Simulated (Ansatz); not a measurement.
# CH6Si + H2O: a complex and its separated parts

The complex below is one end of an elementary step. How strongly is it bound against its free parts?

Computed with Ansatz 0.2.0, Gaussian basis. Level: PBE0-D4/def2-TZVP structures, single points in def2-TZVPP, no counterpoise correction.

Levels: SPW92, PBE-D4, BLYP-D4, r2SCAN-D4, B97M-V, PBE0-D4, B3LYP-D4, r2SCAN0-D4, BHLYP-D4, CAM-B3LYP-D4, wB97X-V, wB97M-V, B2PLYP, PBE-QIDH, RPA on PBE, Hartree-Fock, MP2, CCSD, CCSD(T).

Correlated methods freeze the cores. B3LYP uses VWN-RPA correlation. B2PLYP carries no dispersion term here.

94 further runs of the same task are left out: 94 set aside as unsound or not needed.

## (1) The starting structure

The complex: 11 atoms, charge 0, spin multiplicity 1.

Atoms are counted from 1 here; the program's logs count them from 0.

Bond lengths: Si1–H3 1.489 Å, Si1–H4 1.490 Å, Si1–H5 1.491 Å, Si1–C7 1.865 Å, O2–H6 0.960 Å, O2–H8 0.960 Å, C7–H9 1.092 Å, C7–H10 1.092 Å, C7–H11 1.092 Å. Angles: H3–Si1–H4 107.4°, H3–Si1–H5 107.4°, H3–Si1–C7 111.4°, H4–Si1–H5 107.7°, H4–Si1–C7 111.4°, H5–Si1–C7 111.4°, H6–O2–H8 104.7°, Si1–C7–H9 110.8°, Si1–C7–H10 110.8°, Si1–C7–H11 109.5°, H9–C7–H10 108.1°, H9–C7–H11 108.8°, H10–C7–H11 108.8°.

Geometry (Å):

```csv
atom,x (Å),y (Å),z (Å)
Si1,-1.0604,-0.4024,-0.0293
O2,1.3869,1.4809,1.3164
H3,-2.2830,-1.1444,-0.4441
H4,-0.7424,-0.8120,1.3681
H5,-1.4048,1.0477,-0.0084
H6,1.1017,0.9290,2.0488
C7,0.3666,-0.7455,-1.1803
H8,0.6575,2.0883,1.1697
H9,0.6109,-1.8101,-1.1894
H10,0.1226,-0.4448,-2.2015
H11,1.2444,-0.1868,-0.8502
```

Its parts: CH6Si holds atoms 1, 3, 4, 5, 7, 9, 10, 11; H2O holds atoms 2, 6, 8. Each part counts its atoms afresh in its own runs.

## (2) Relaxing CH6Si alone

relax-a/in.yaml reads:

```yaml
crystal:
  periodic: [false, false, false]
  atoms:
    - {symbol: Si, position_ang: [-1.060408, -0.402419, -0.029250]}
    - {symbol: H, position_ang: [-2.282957, -1.144381, -0.444115]}
    - {symbol: H, position_ang: [-0.742445, -0.811977, 1.368100]}
    - {symbol: H, position_ang: [-1.404813, 1.047740, -0.008367]}
    - {symbol: C, position_ang: [0.366614, -0.745532, -1.180255]}
    - {symbol: H, position_ang: [0.610900, -1.810072, -1.189399]}
    - {symbol: H, position_ang: [0.122550, -0.444756, -2.201517]}
    - {symbol: H, position_ang: [1.244387, -0.186812, -0.850171]}
basis:
  gaussian: {orbitals: def2-TZVP}
hamiltonian: {xc: pbe0, dispersion: d4}
relax: {f_tol: 0.005, max_steps: 200}
```

Launch:

```bash
ansatz run in.yaml --threads 4 --pin off --events-out ev --progress --plain --max-ram 9574MiB
```

The runs that follow: Relaxing H2O alone; SPW92/def2-TZVPP; PBE-D4/def2-TZVPP; BLYP-D4/def2-TZVPP; r2SCAN-D4/def2-TZVPP; B97M-V/def2-TZVPP; PBE0-D4/def2-TZVPP; B3LYP-D4/def2-TZVPP; r2SCAN0-D4/def2-TZVPP; BHLYP-D4/def2-TZVPP; CAM-B3LYP-D4/def2-TZVPP; wB97X-V/def2-TZVPP; wB97M-V/def2-TZVPP; B2PLYP/def2-TZVPP; PBE-QIDH/def2-TZVPP; RPA on PBE/def2-TZVPP; CCSD(T)/def2-TZVPP; Vibrations of CH6Si; Vibrations of H2O.

**Question.** What will these runs give? Wanted: complex less parts, CCSD(T)/def2-TZVPP; with zero-point energy; largest T1 diagnostic.

As calculated:

```
                              quantity         value
complex less parts, CCSD(T)/def2-TZVPP  -10.3 kJ/mol
                with zero-point energy   -5.9 kJ/mol
                 largest T1 diagnostic         0.010
```

**Reading.** At CCSD(T) the complex lies 10.3 kJ/mol below its parts. Among the functionals BHLYP-D4 lands nearest to CCSD(T) (-0.9 kJ/mol) and SPW92 farthest (-10.1 kJ/mol). Mean unsigned error by rung: LDA 10.1, GGA 2.3, meta-GGA 3.1, hybrid 1.3, range-separated hybrid 2.0, double hybrid 1.8 kJ/mol. PBE-D4 gives a relative energy 3.6 kJ/mol too low, an error of 34 % of the reference. No counterpoise was applied, and triple zeta lacks some correlation, so the CCSD(T) reference has a basis error of its own, and close matches with it are partly luck.
